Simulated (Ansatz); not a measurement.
A made-up structure of NaSiH3O, singlet:

```
6
angstrom
Na -2.6864 -1.2956 0.4264
O -0.9200 -0.4441 0.1444
Si 0.4974 0.2399 -0.0790
H 1.5248 -0.6811 -0.6804
H 0.4558 1.4298 -0.9998
H -4.4440 -1.1334 1.3013
```

It is relaxed with PBE-D4/def2-SVP and then PBE0-D4/def2-TZVP (Ansatz 0.2.0). Atoms count as bonded within 1.22 times the sum of their covalent radii (H–H: 0.88 Å). The end point is not checked to be a true minimum.

Task: Does its bonding change? (Judge from chemistry; the calculation decides.)

Result: Computed: No: no bond forms or breaks.

Where it ends: The first stage lowers the energy by 0.56 eV in 7 steps. It ends as NaSiH₃O ([NaH][O][SiH2]):
| atom | x (Å) | y (Å) | z (Å) |
| --- | --- | --- | --- |
| Na1 | -2.8973 | -0.9686 | 0.7759 |
| O2 | -0.8611 | -0.2855 | 0.0934 |
| Si3 | 0.4793 | 0.1577 | -0.4685 |
| H4 | 1.6243 | -0.7646 | -0.6420 |
| H5 | 0.7527 | 1.5481 | -0.8971 |
| H6 | -4.6702 | -1.5715 | 1.2513 |

Labels in which every atom is bracketed show which atoms are joined, not bond orders.

For scale, one of the runs: PBE0-D4/def2-TZVP relaxation, 118 basis functions, launched by `ansatz run in.yaml --threads 2 --pin off --events-out ev --progress --plain --max-ram 4352MiB`. The run took about 62 s on 2 CPU threads of an Arm Neoverse N1 (shared host).
